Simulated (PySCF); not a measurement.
C₄H₉, SMILES C[C+](C)C, charge +1.

The structure is a stationary point at PBE-D3(BJ)/def2-SVP. The geometry has at least one imaginary mode, so it is a saddle point at that level.

Two levels are set side by side: PBE/def2-TZVP (PySCF) and M06-2X/def2-TZVP (PySCF). Same geometry, gas phase. Differences are taken from unrounded values.

```csv
quantity,M06-2X
orbital gap (eV),9.98
highest occupied level (eV),-17.54
lowest empty level (eV),-7.56
mean polarisability (bohr³),46.5
```

Q: What does PBE give, and how far is it from M06-2X? (An estimate is asked for; the answer gives what the named calculation found.)

A: 
```tsv
quantity	PBE	PBE minus M06-2X
orbital gap (eV)	5.12	-4.86
highest occupied level (eV)	-14.67	2.87
lowest empty level (eV)	-9.55	-2.00
mean polarisability (bohr³)	48.7	2.3
```

PBE's occupied levels lie high since its potential decays too fast outside the molecule; exact exchange lowers them and widens the gap. Loosely held outer electrons make PBE densities more polarisable. Differences between two approximate levels are no errors against the true value.

Rough cost on one machine, each run with all the roots and properties that it gave: M06-2X against PBE about 3 times.
